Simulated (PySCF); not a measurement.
**Adding and removing an electron: SH**

UHF-CCSD(T); H def2-TZVPPD, S def2-TZVPPD; no relativity (PySCF 2.14). Neutral (UHF): doublet (π ↑), Re = 1.342 Å, ωe = 2705 cm⁻¹, De = 3.69 eV.

SH⁺ (UHF): triplet (π ↑↑), Re = 1.365 Å, ωe = 2558 cm⁻¹, De = 3.59 eV to H + S⁺. The energies at the minima are -398.28315 hartree for SH and -397.90801 for SH⁺.

Work out the adiabatic ionisation energy, without and with harmonic zero-point energies (1 hartree = 27.2114 eV, 1 eV = 8065.5 cm⁻¹), and the change of the bond length.

At UHF-CCSD(T): 0.37514 hartree = 10.208 eV between the minima; the zero-point term (2558.0 − 2705.0)/2 cm⁻¹ = -0.009 eV makes it 10.199 eV. Re changes by +2.3 pm against the neutral. The electron leaves a π orbital, which is non-bonding in a hydride.

SH⁻ (RHF): singlet (closed shell), Re = 1.345 Å, ωe = 2655 cm⁻¹. The energies at the minima are -398.28315 hartree for SH and -398.36342 for SH⁻.

Work out the adiabatic electron affinity, without and with harmonic zero-point energies (1 hartree = 27.2114 eV, 1 eV = 8065.5 cm⁻¹), and the change of the bond length.

At CCSD(T): 0.08027 hartree = 2.184 eV between the minima; the zero-point term (2705.0 − 2655.0)/2 cm⁻¹ = +0.003 eV makes it 2.187 eV. Re changes by +0.3 pm against the neutral. The electron enters a π orbital, which is non-bonding in a hydride.

Correlated steps freeze 5 core orbitals. For an ion De counts to the pair picked by the measured ionisation energies or electron affinities, which need not be the lowest pair at this level. States were picked by a PBE0 search and need not be the measured ground states.

Neutral and ion stand on different kinds of reference determinant, which adds to the error of the difference.
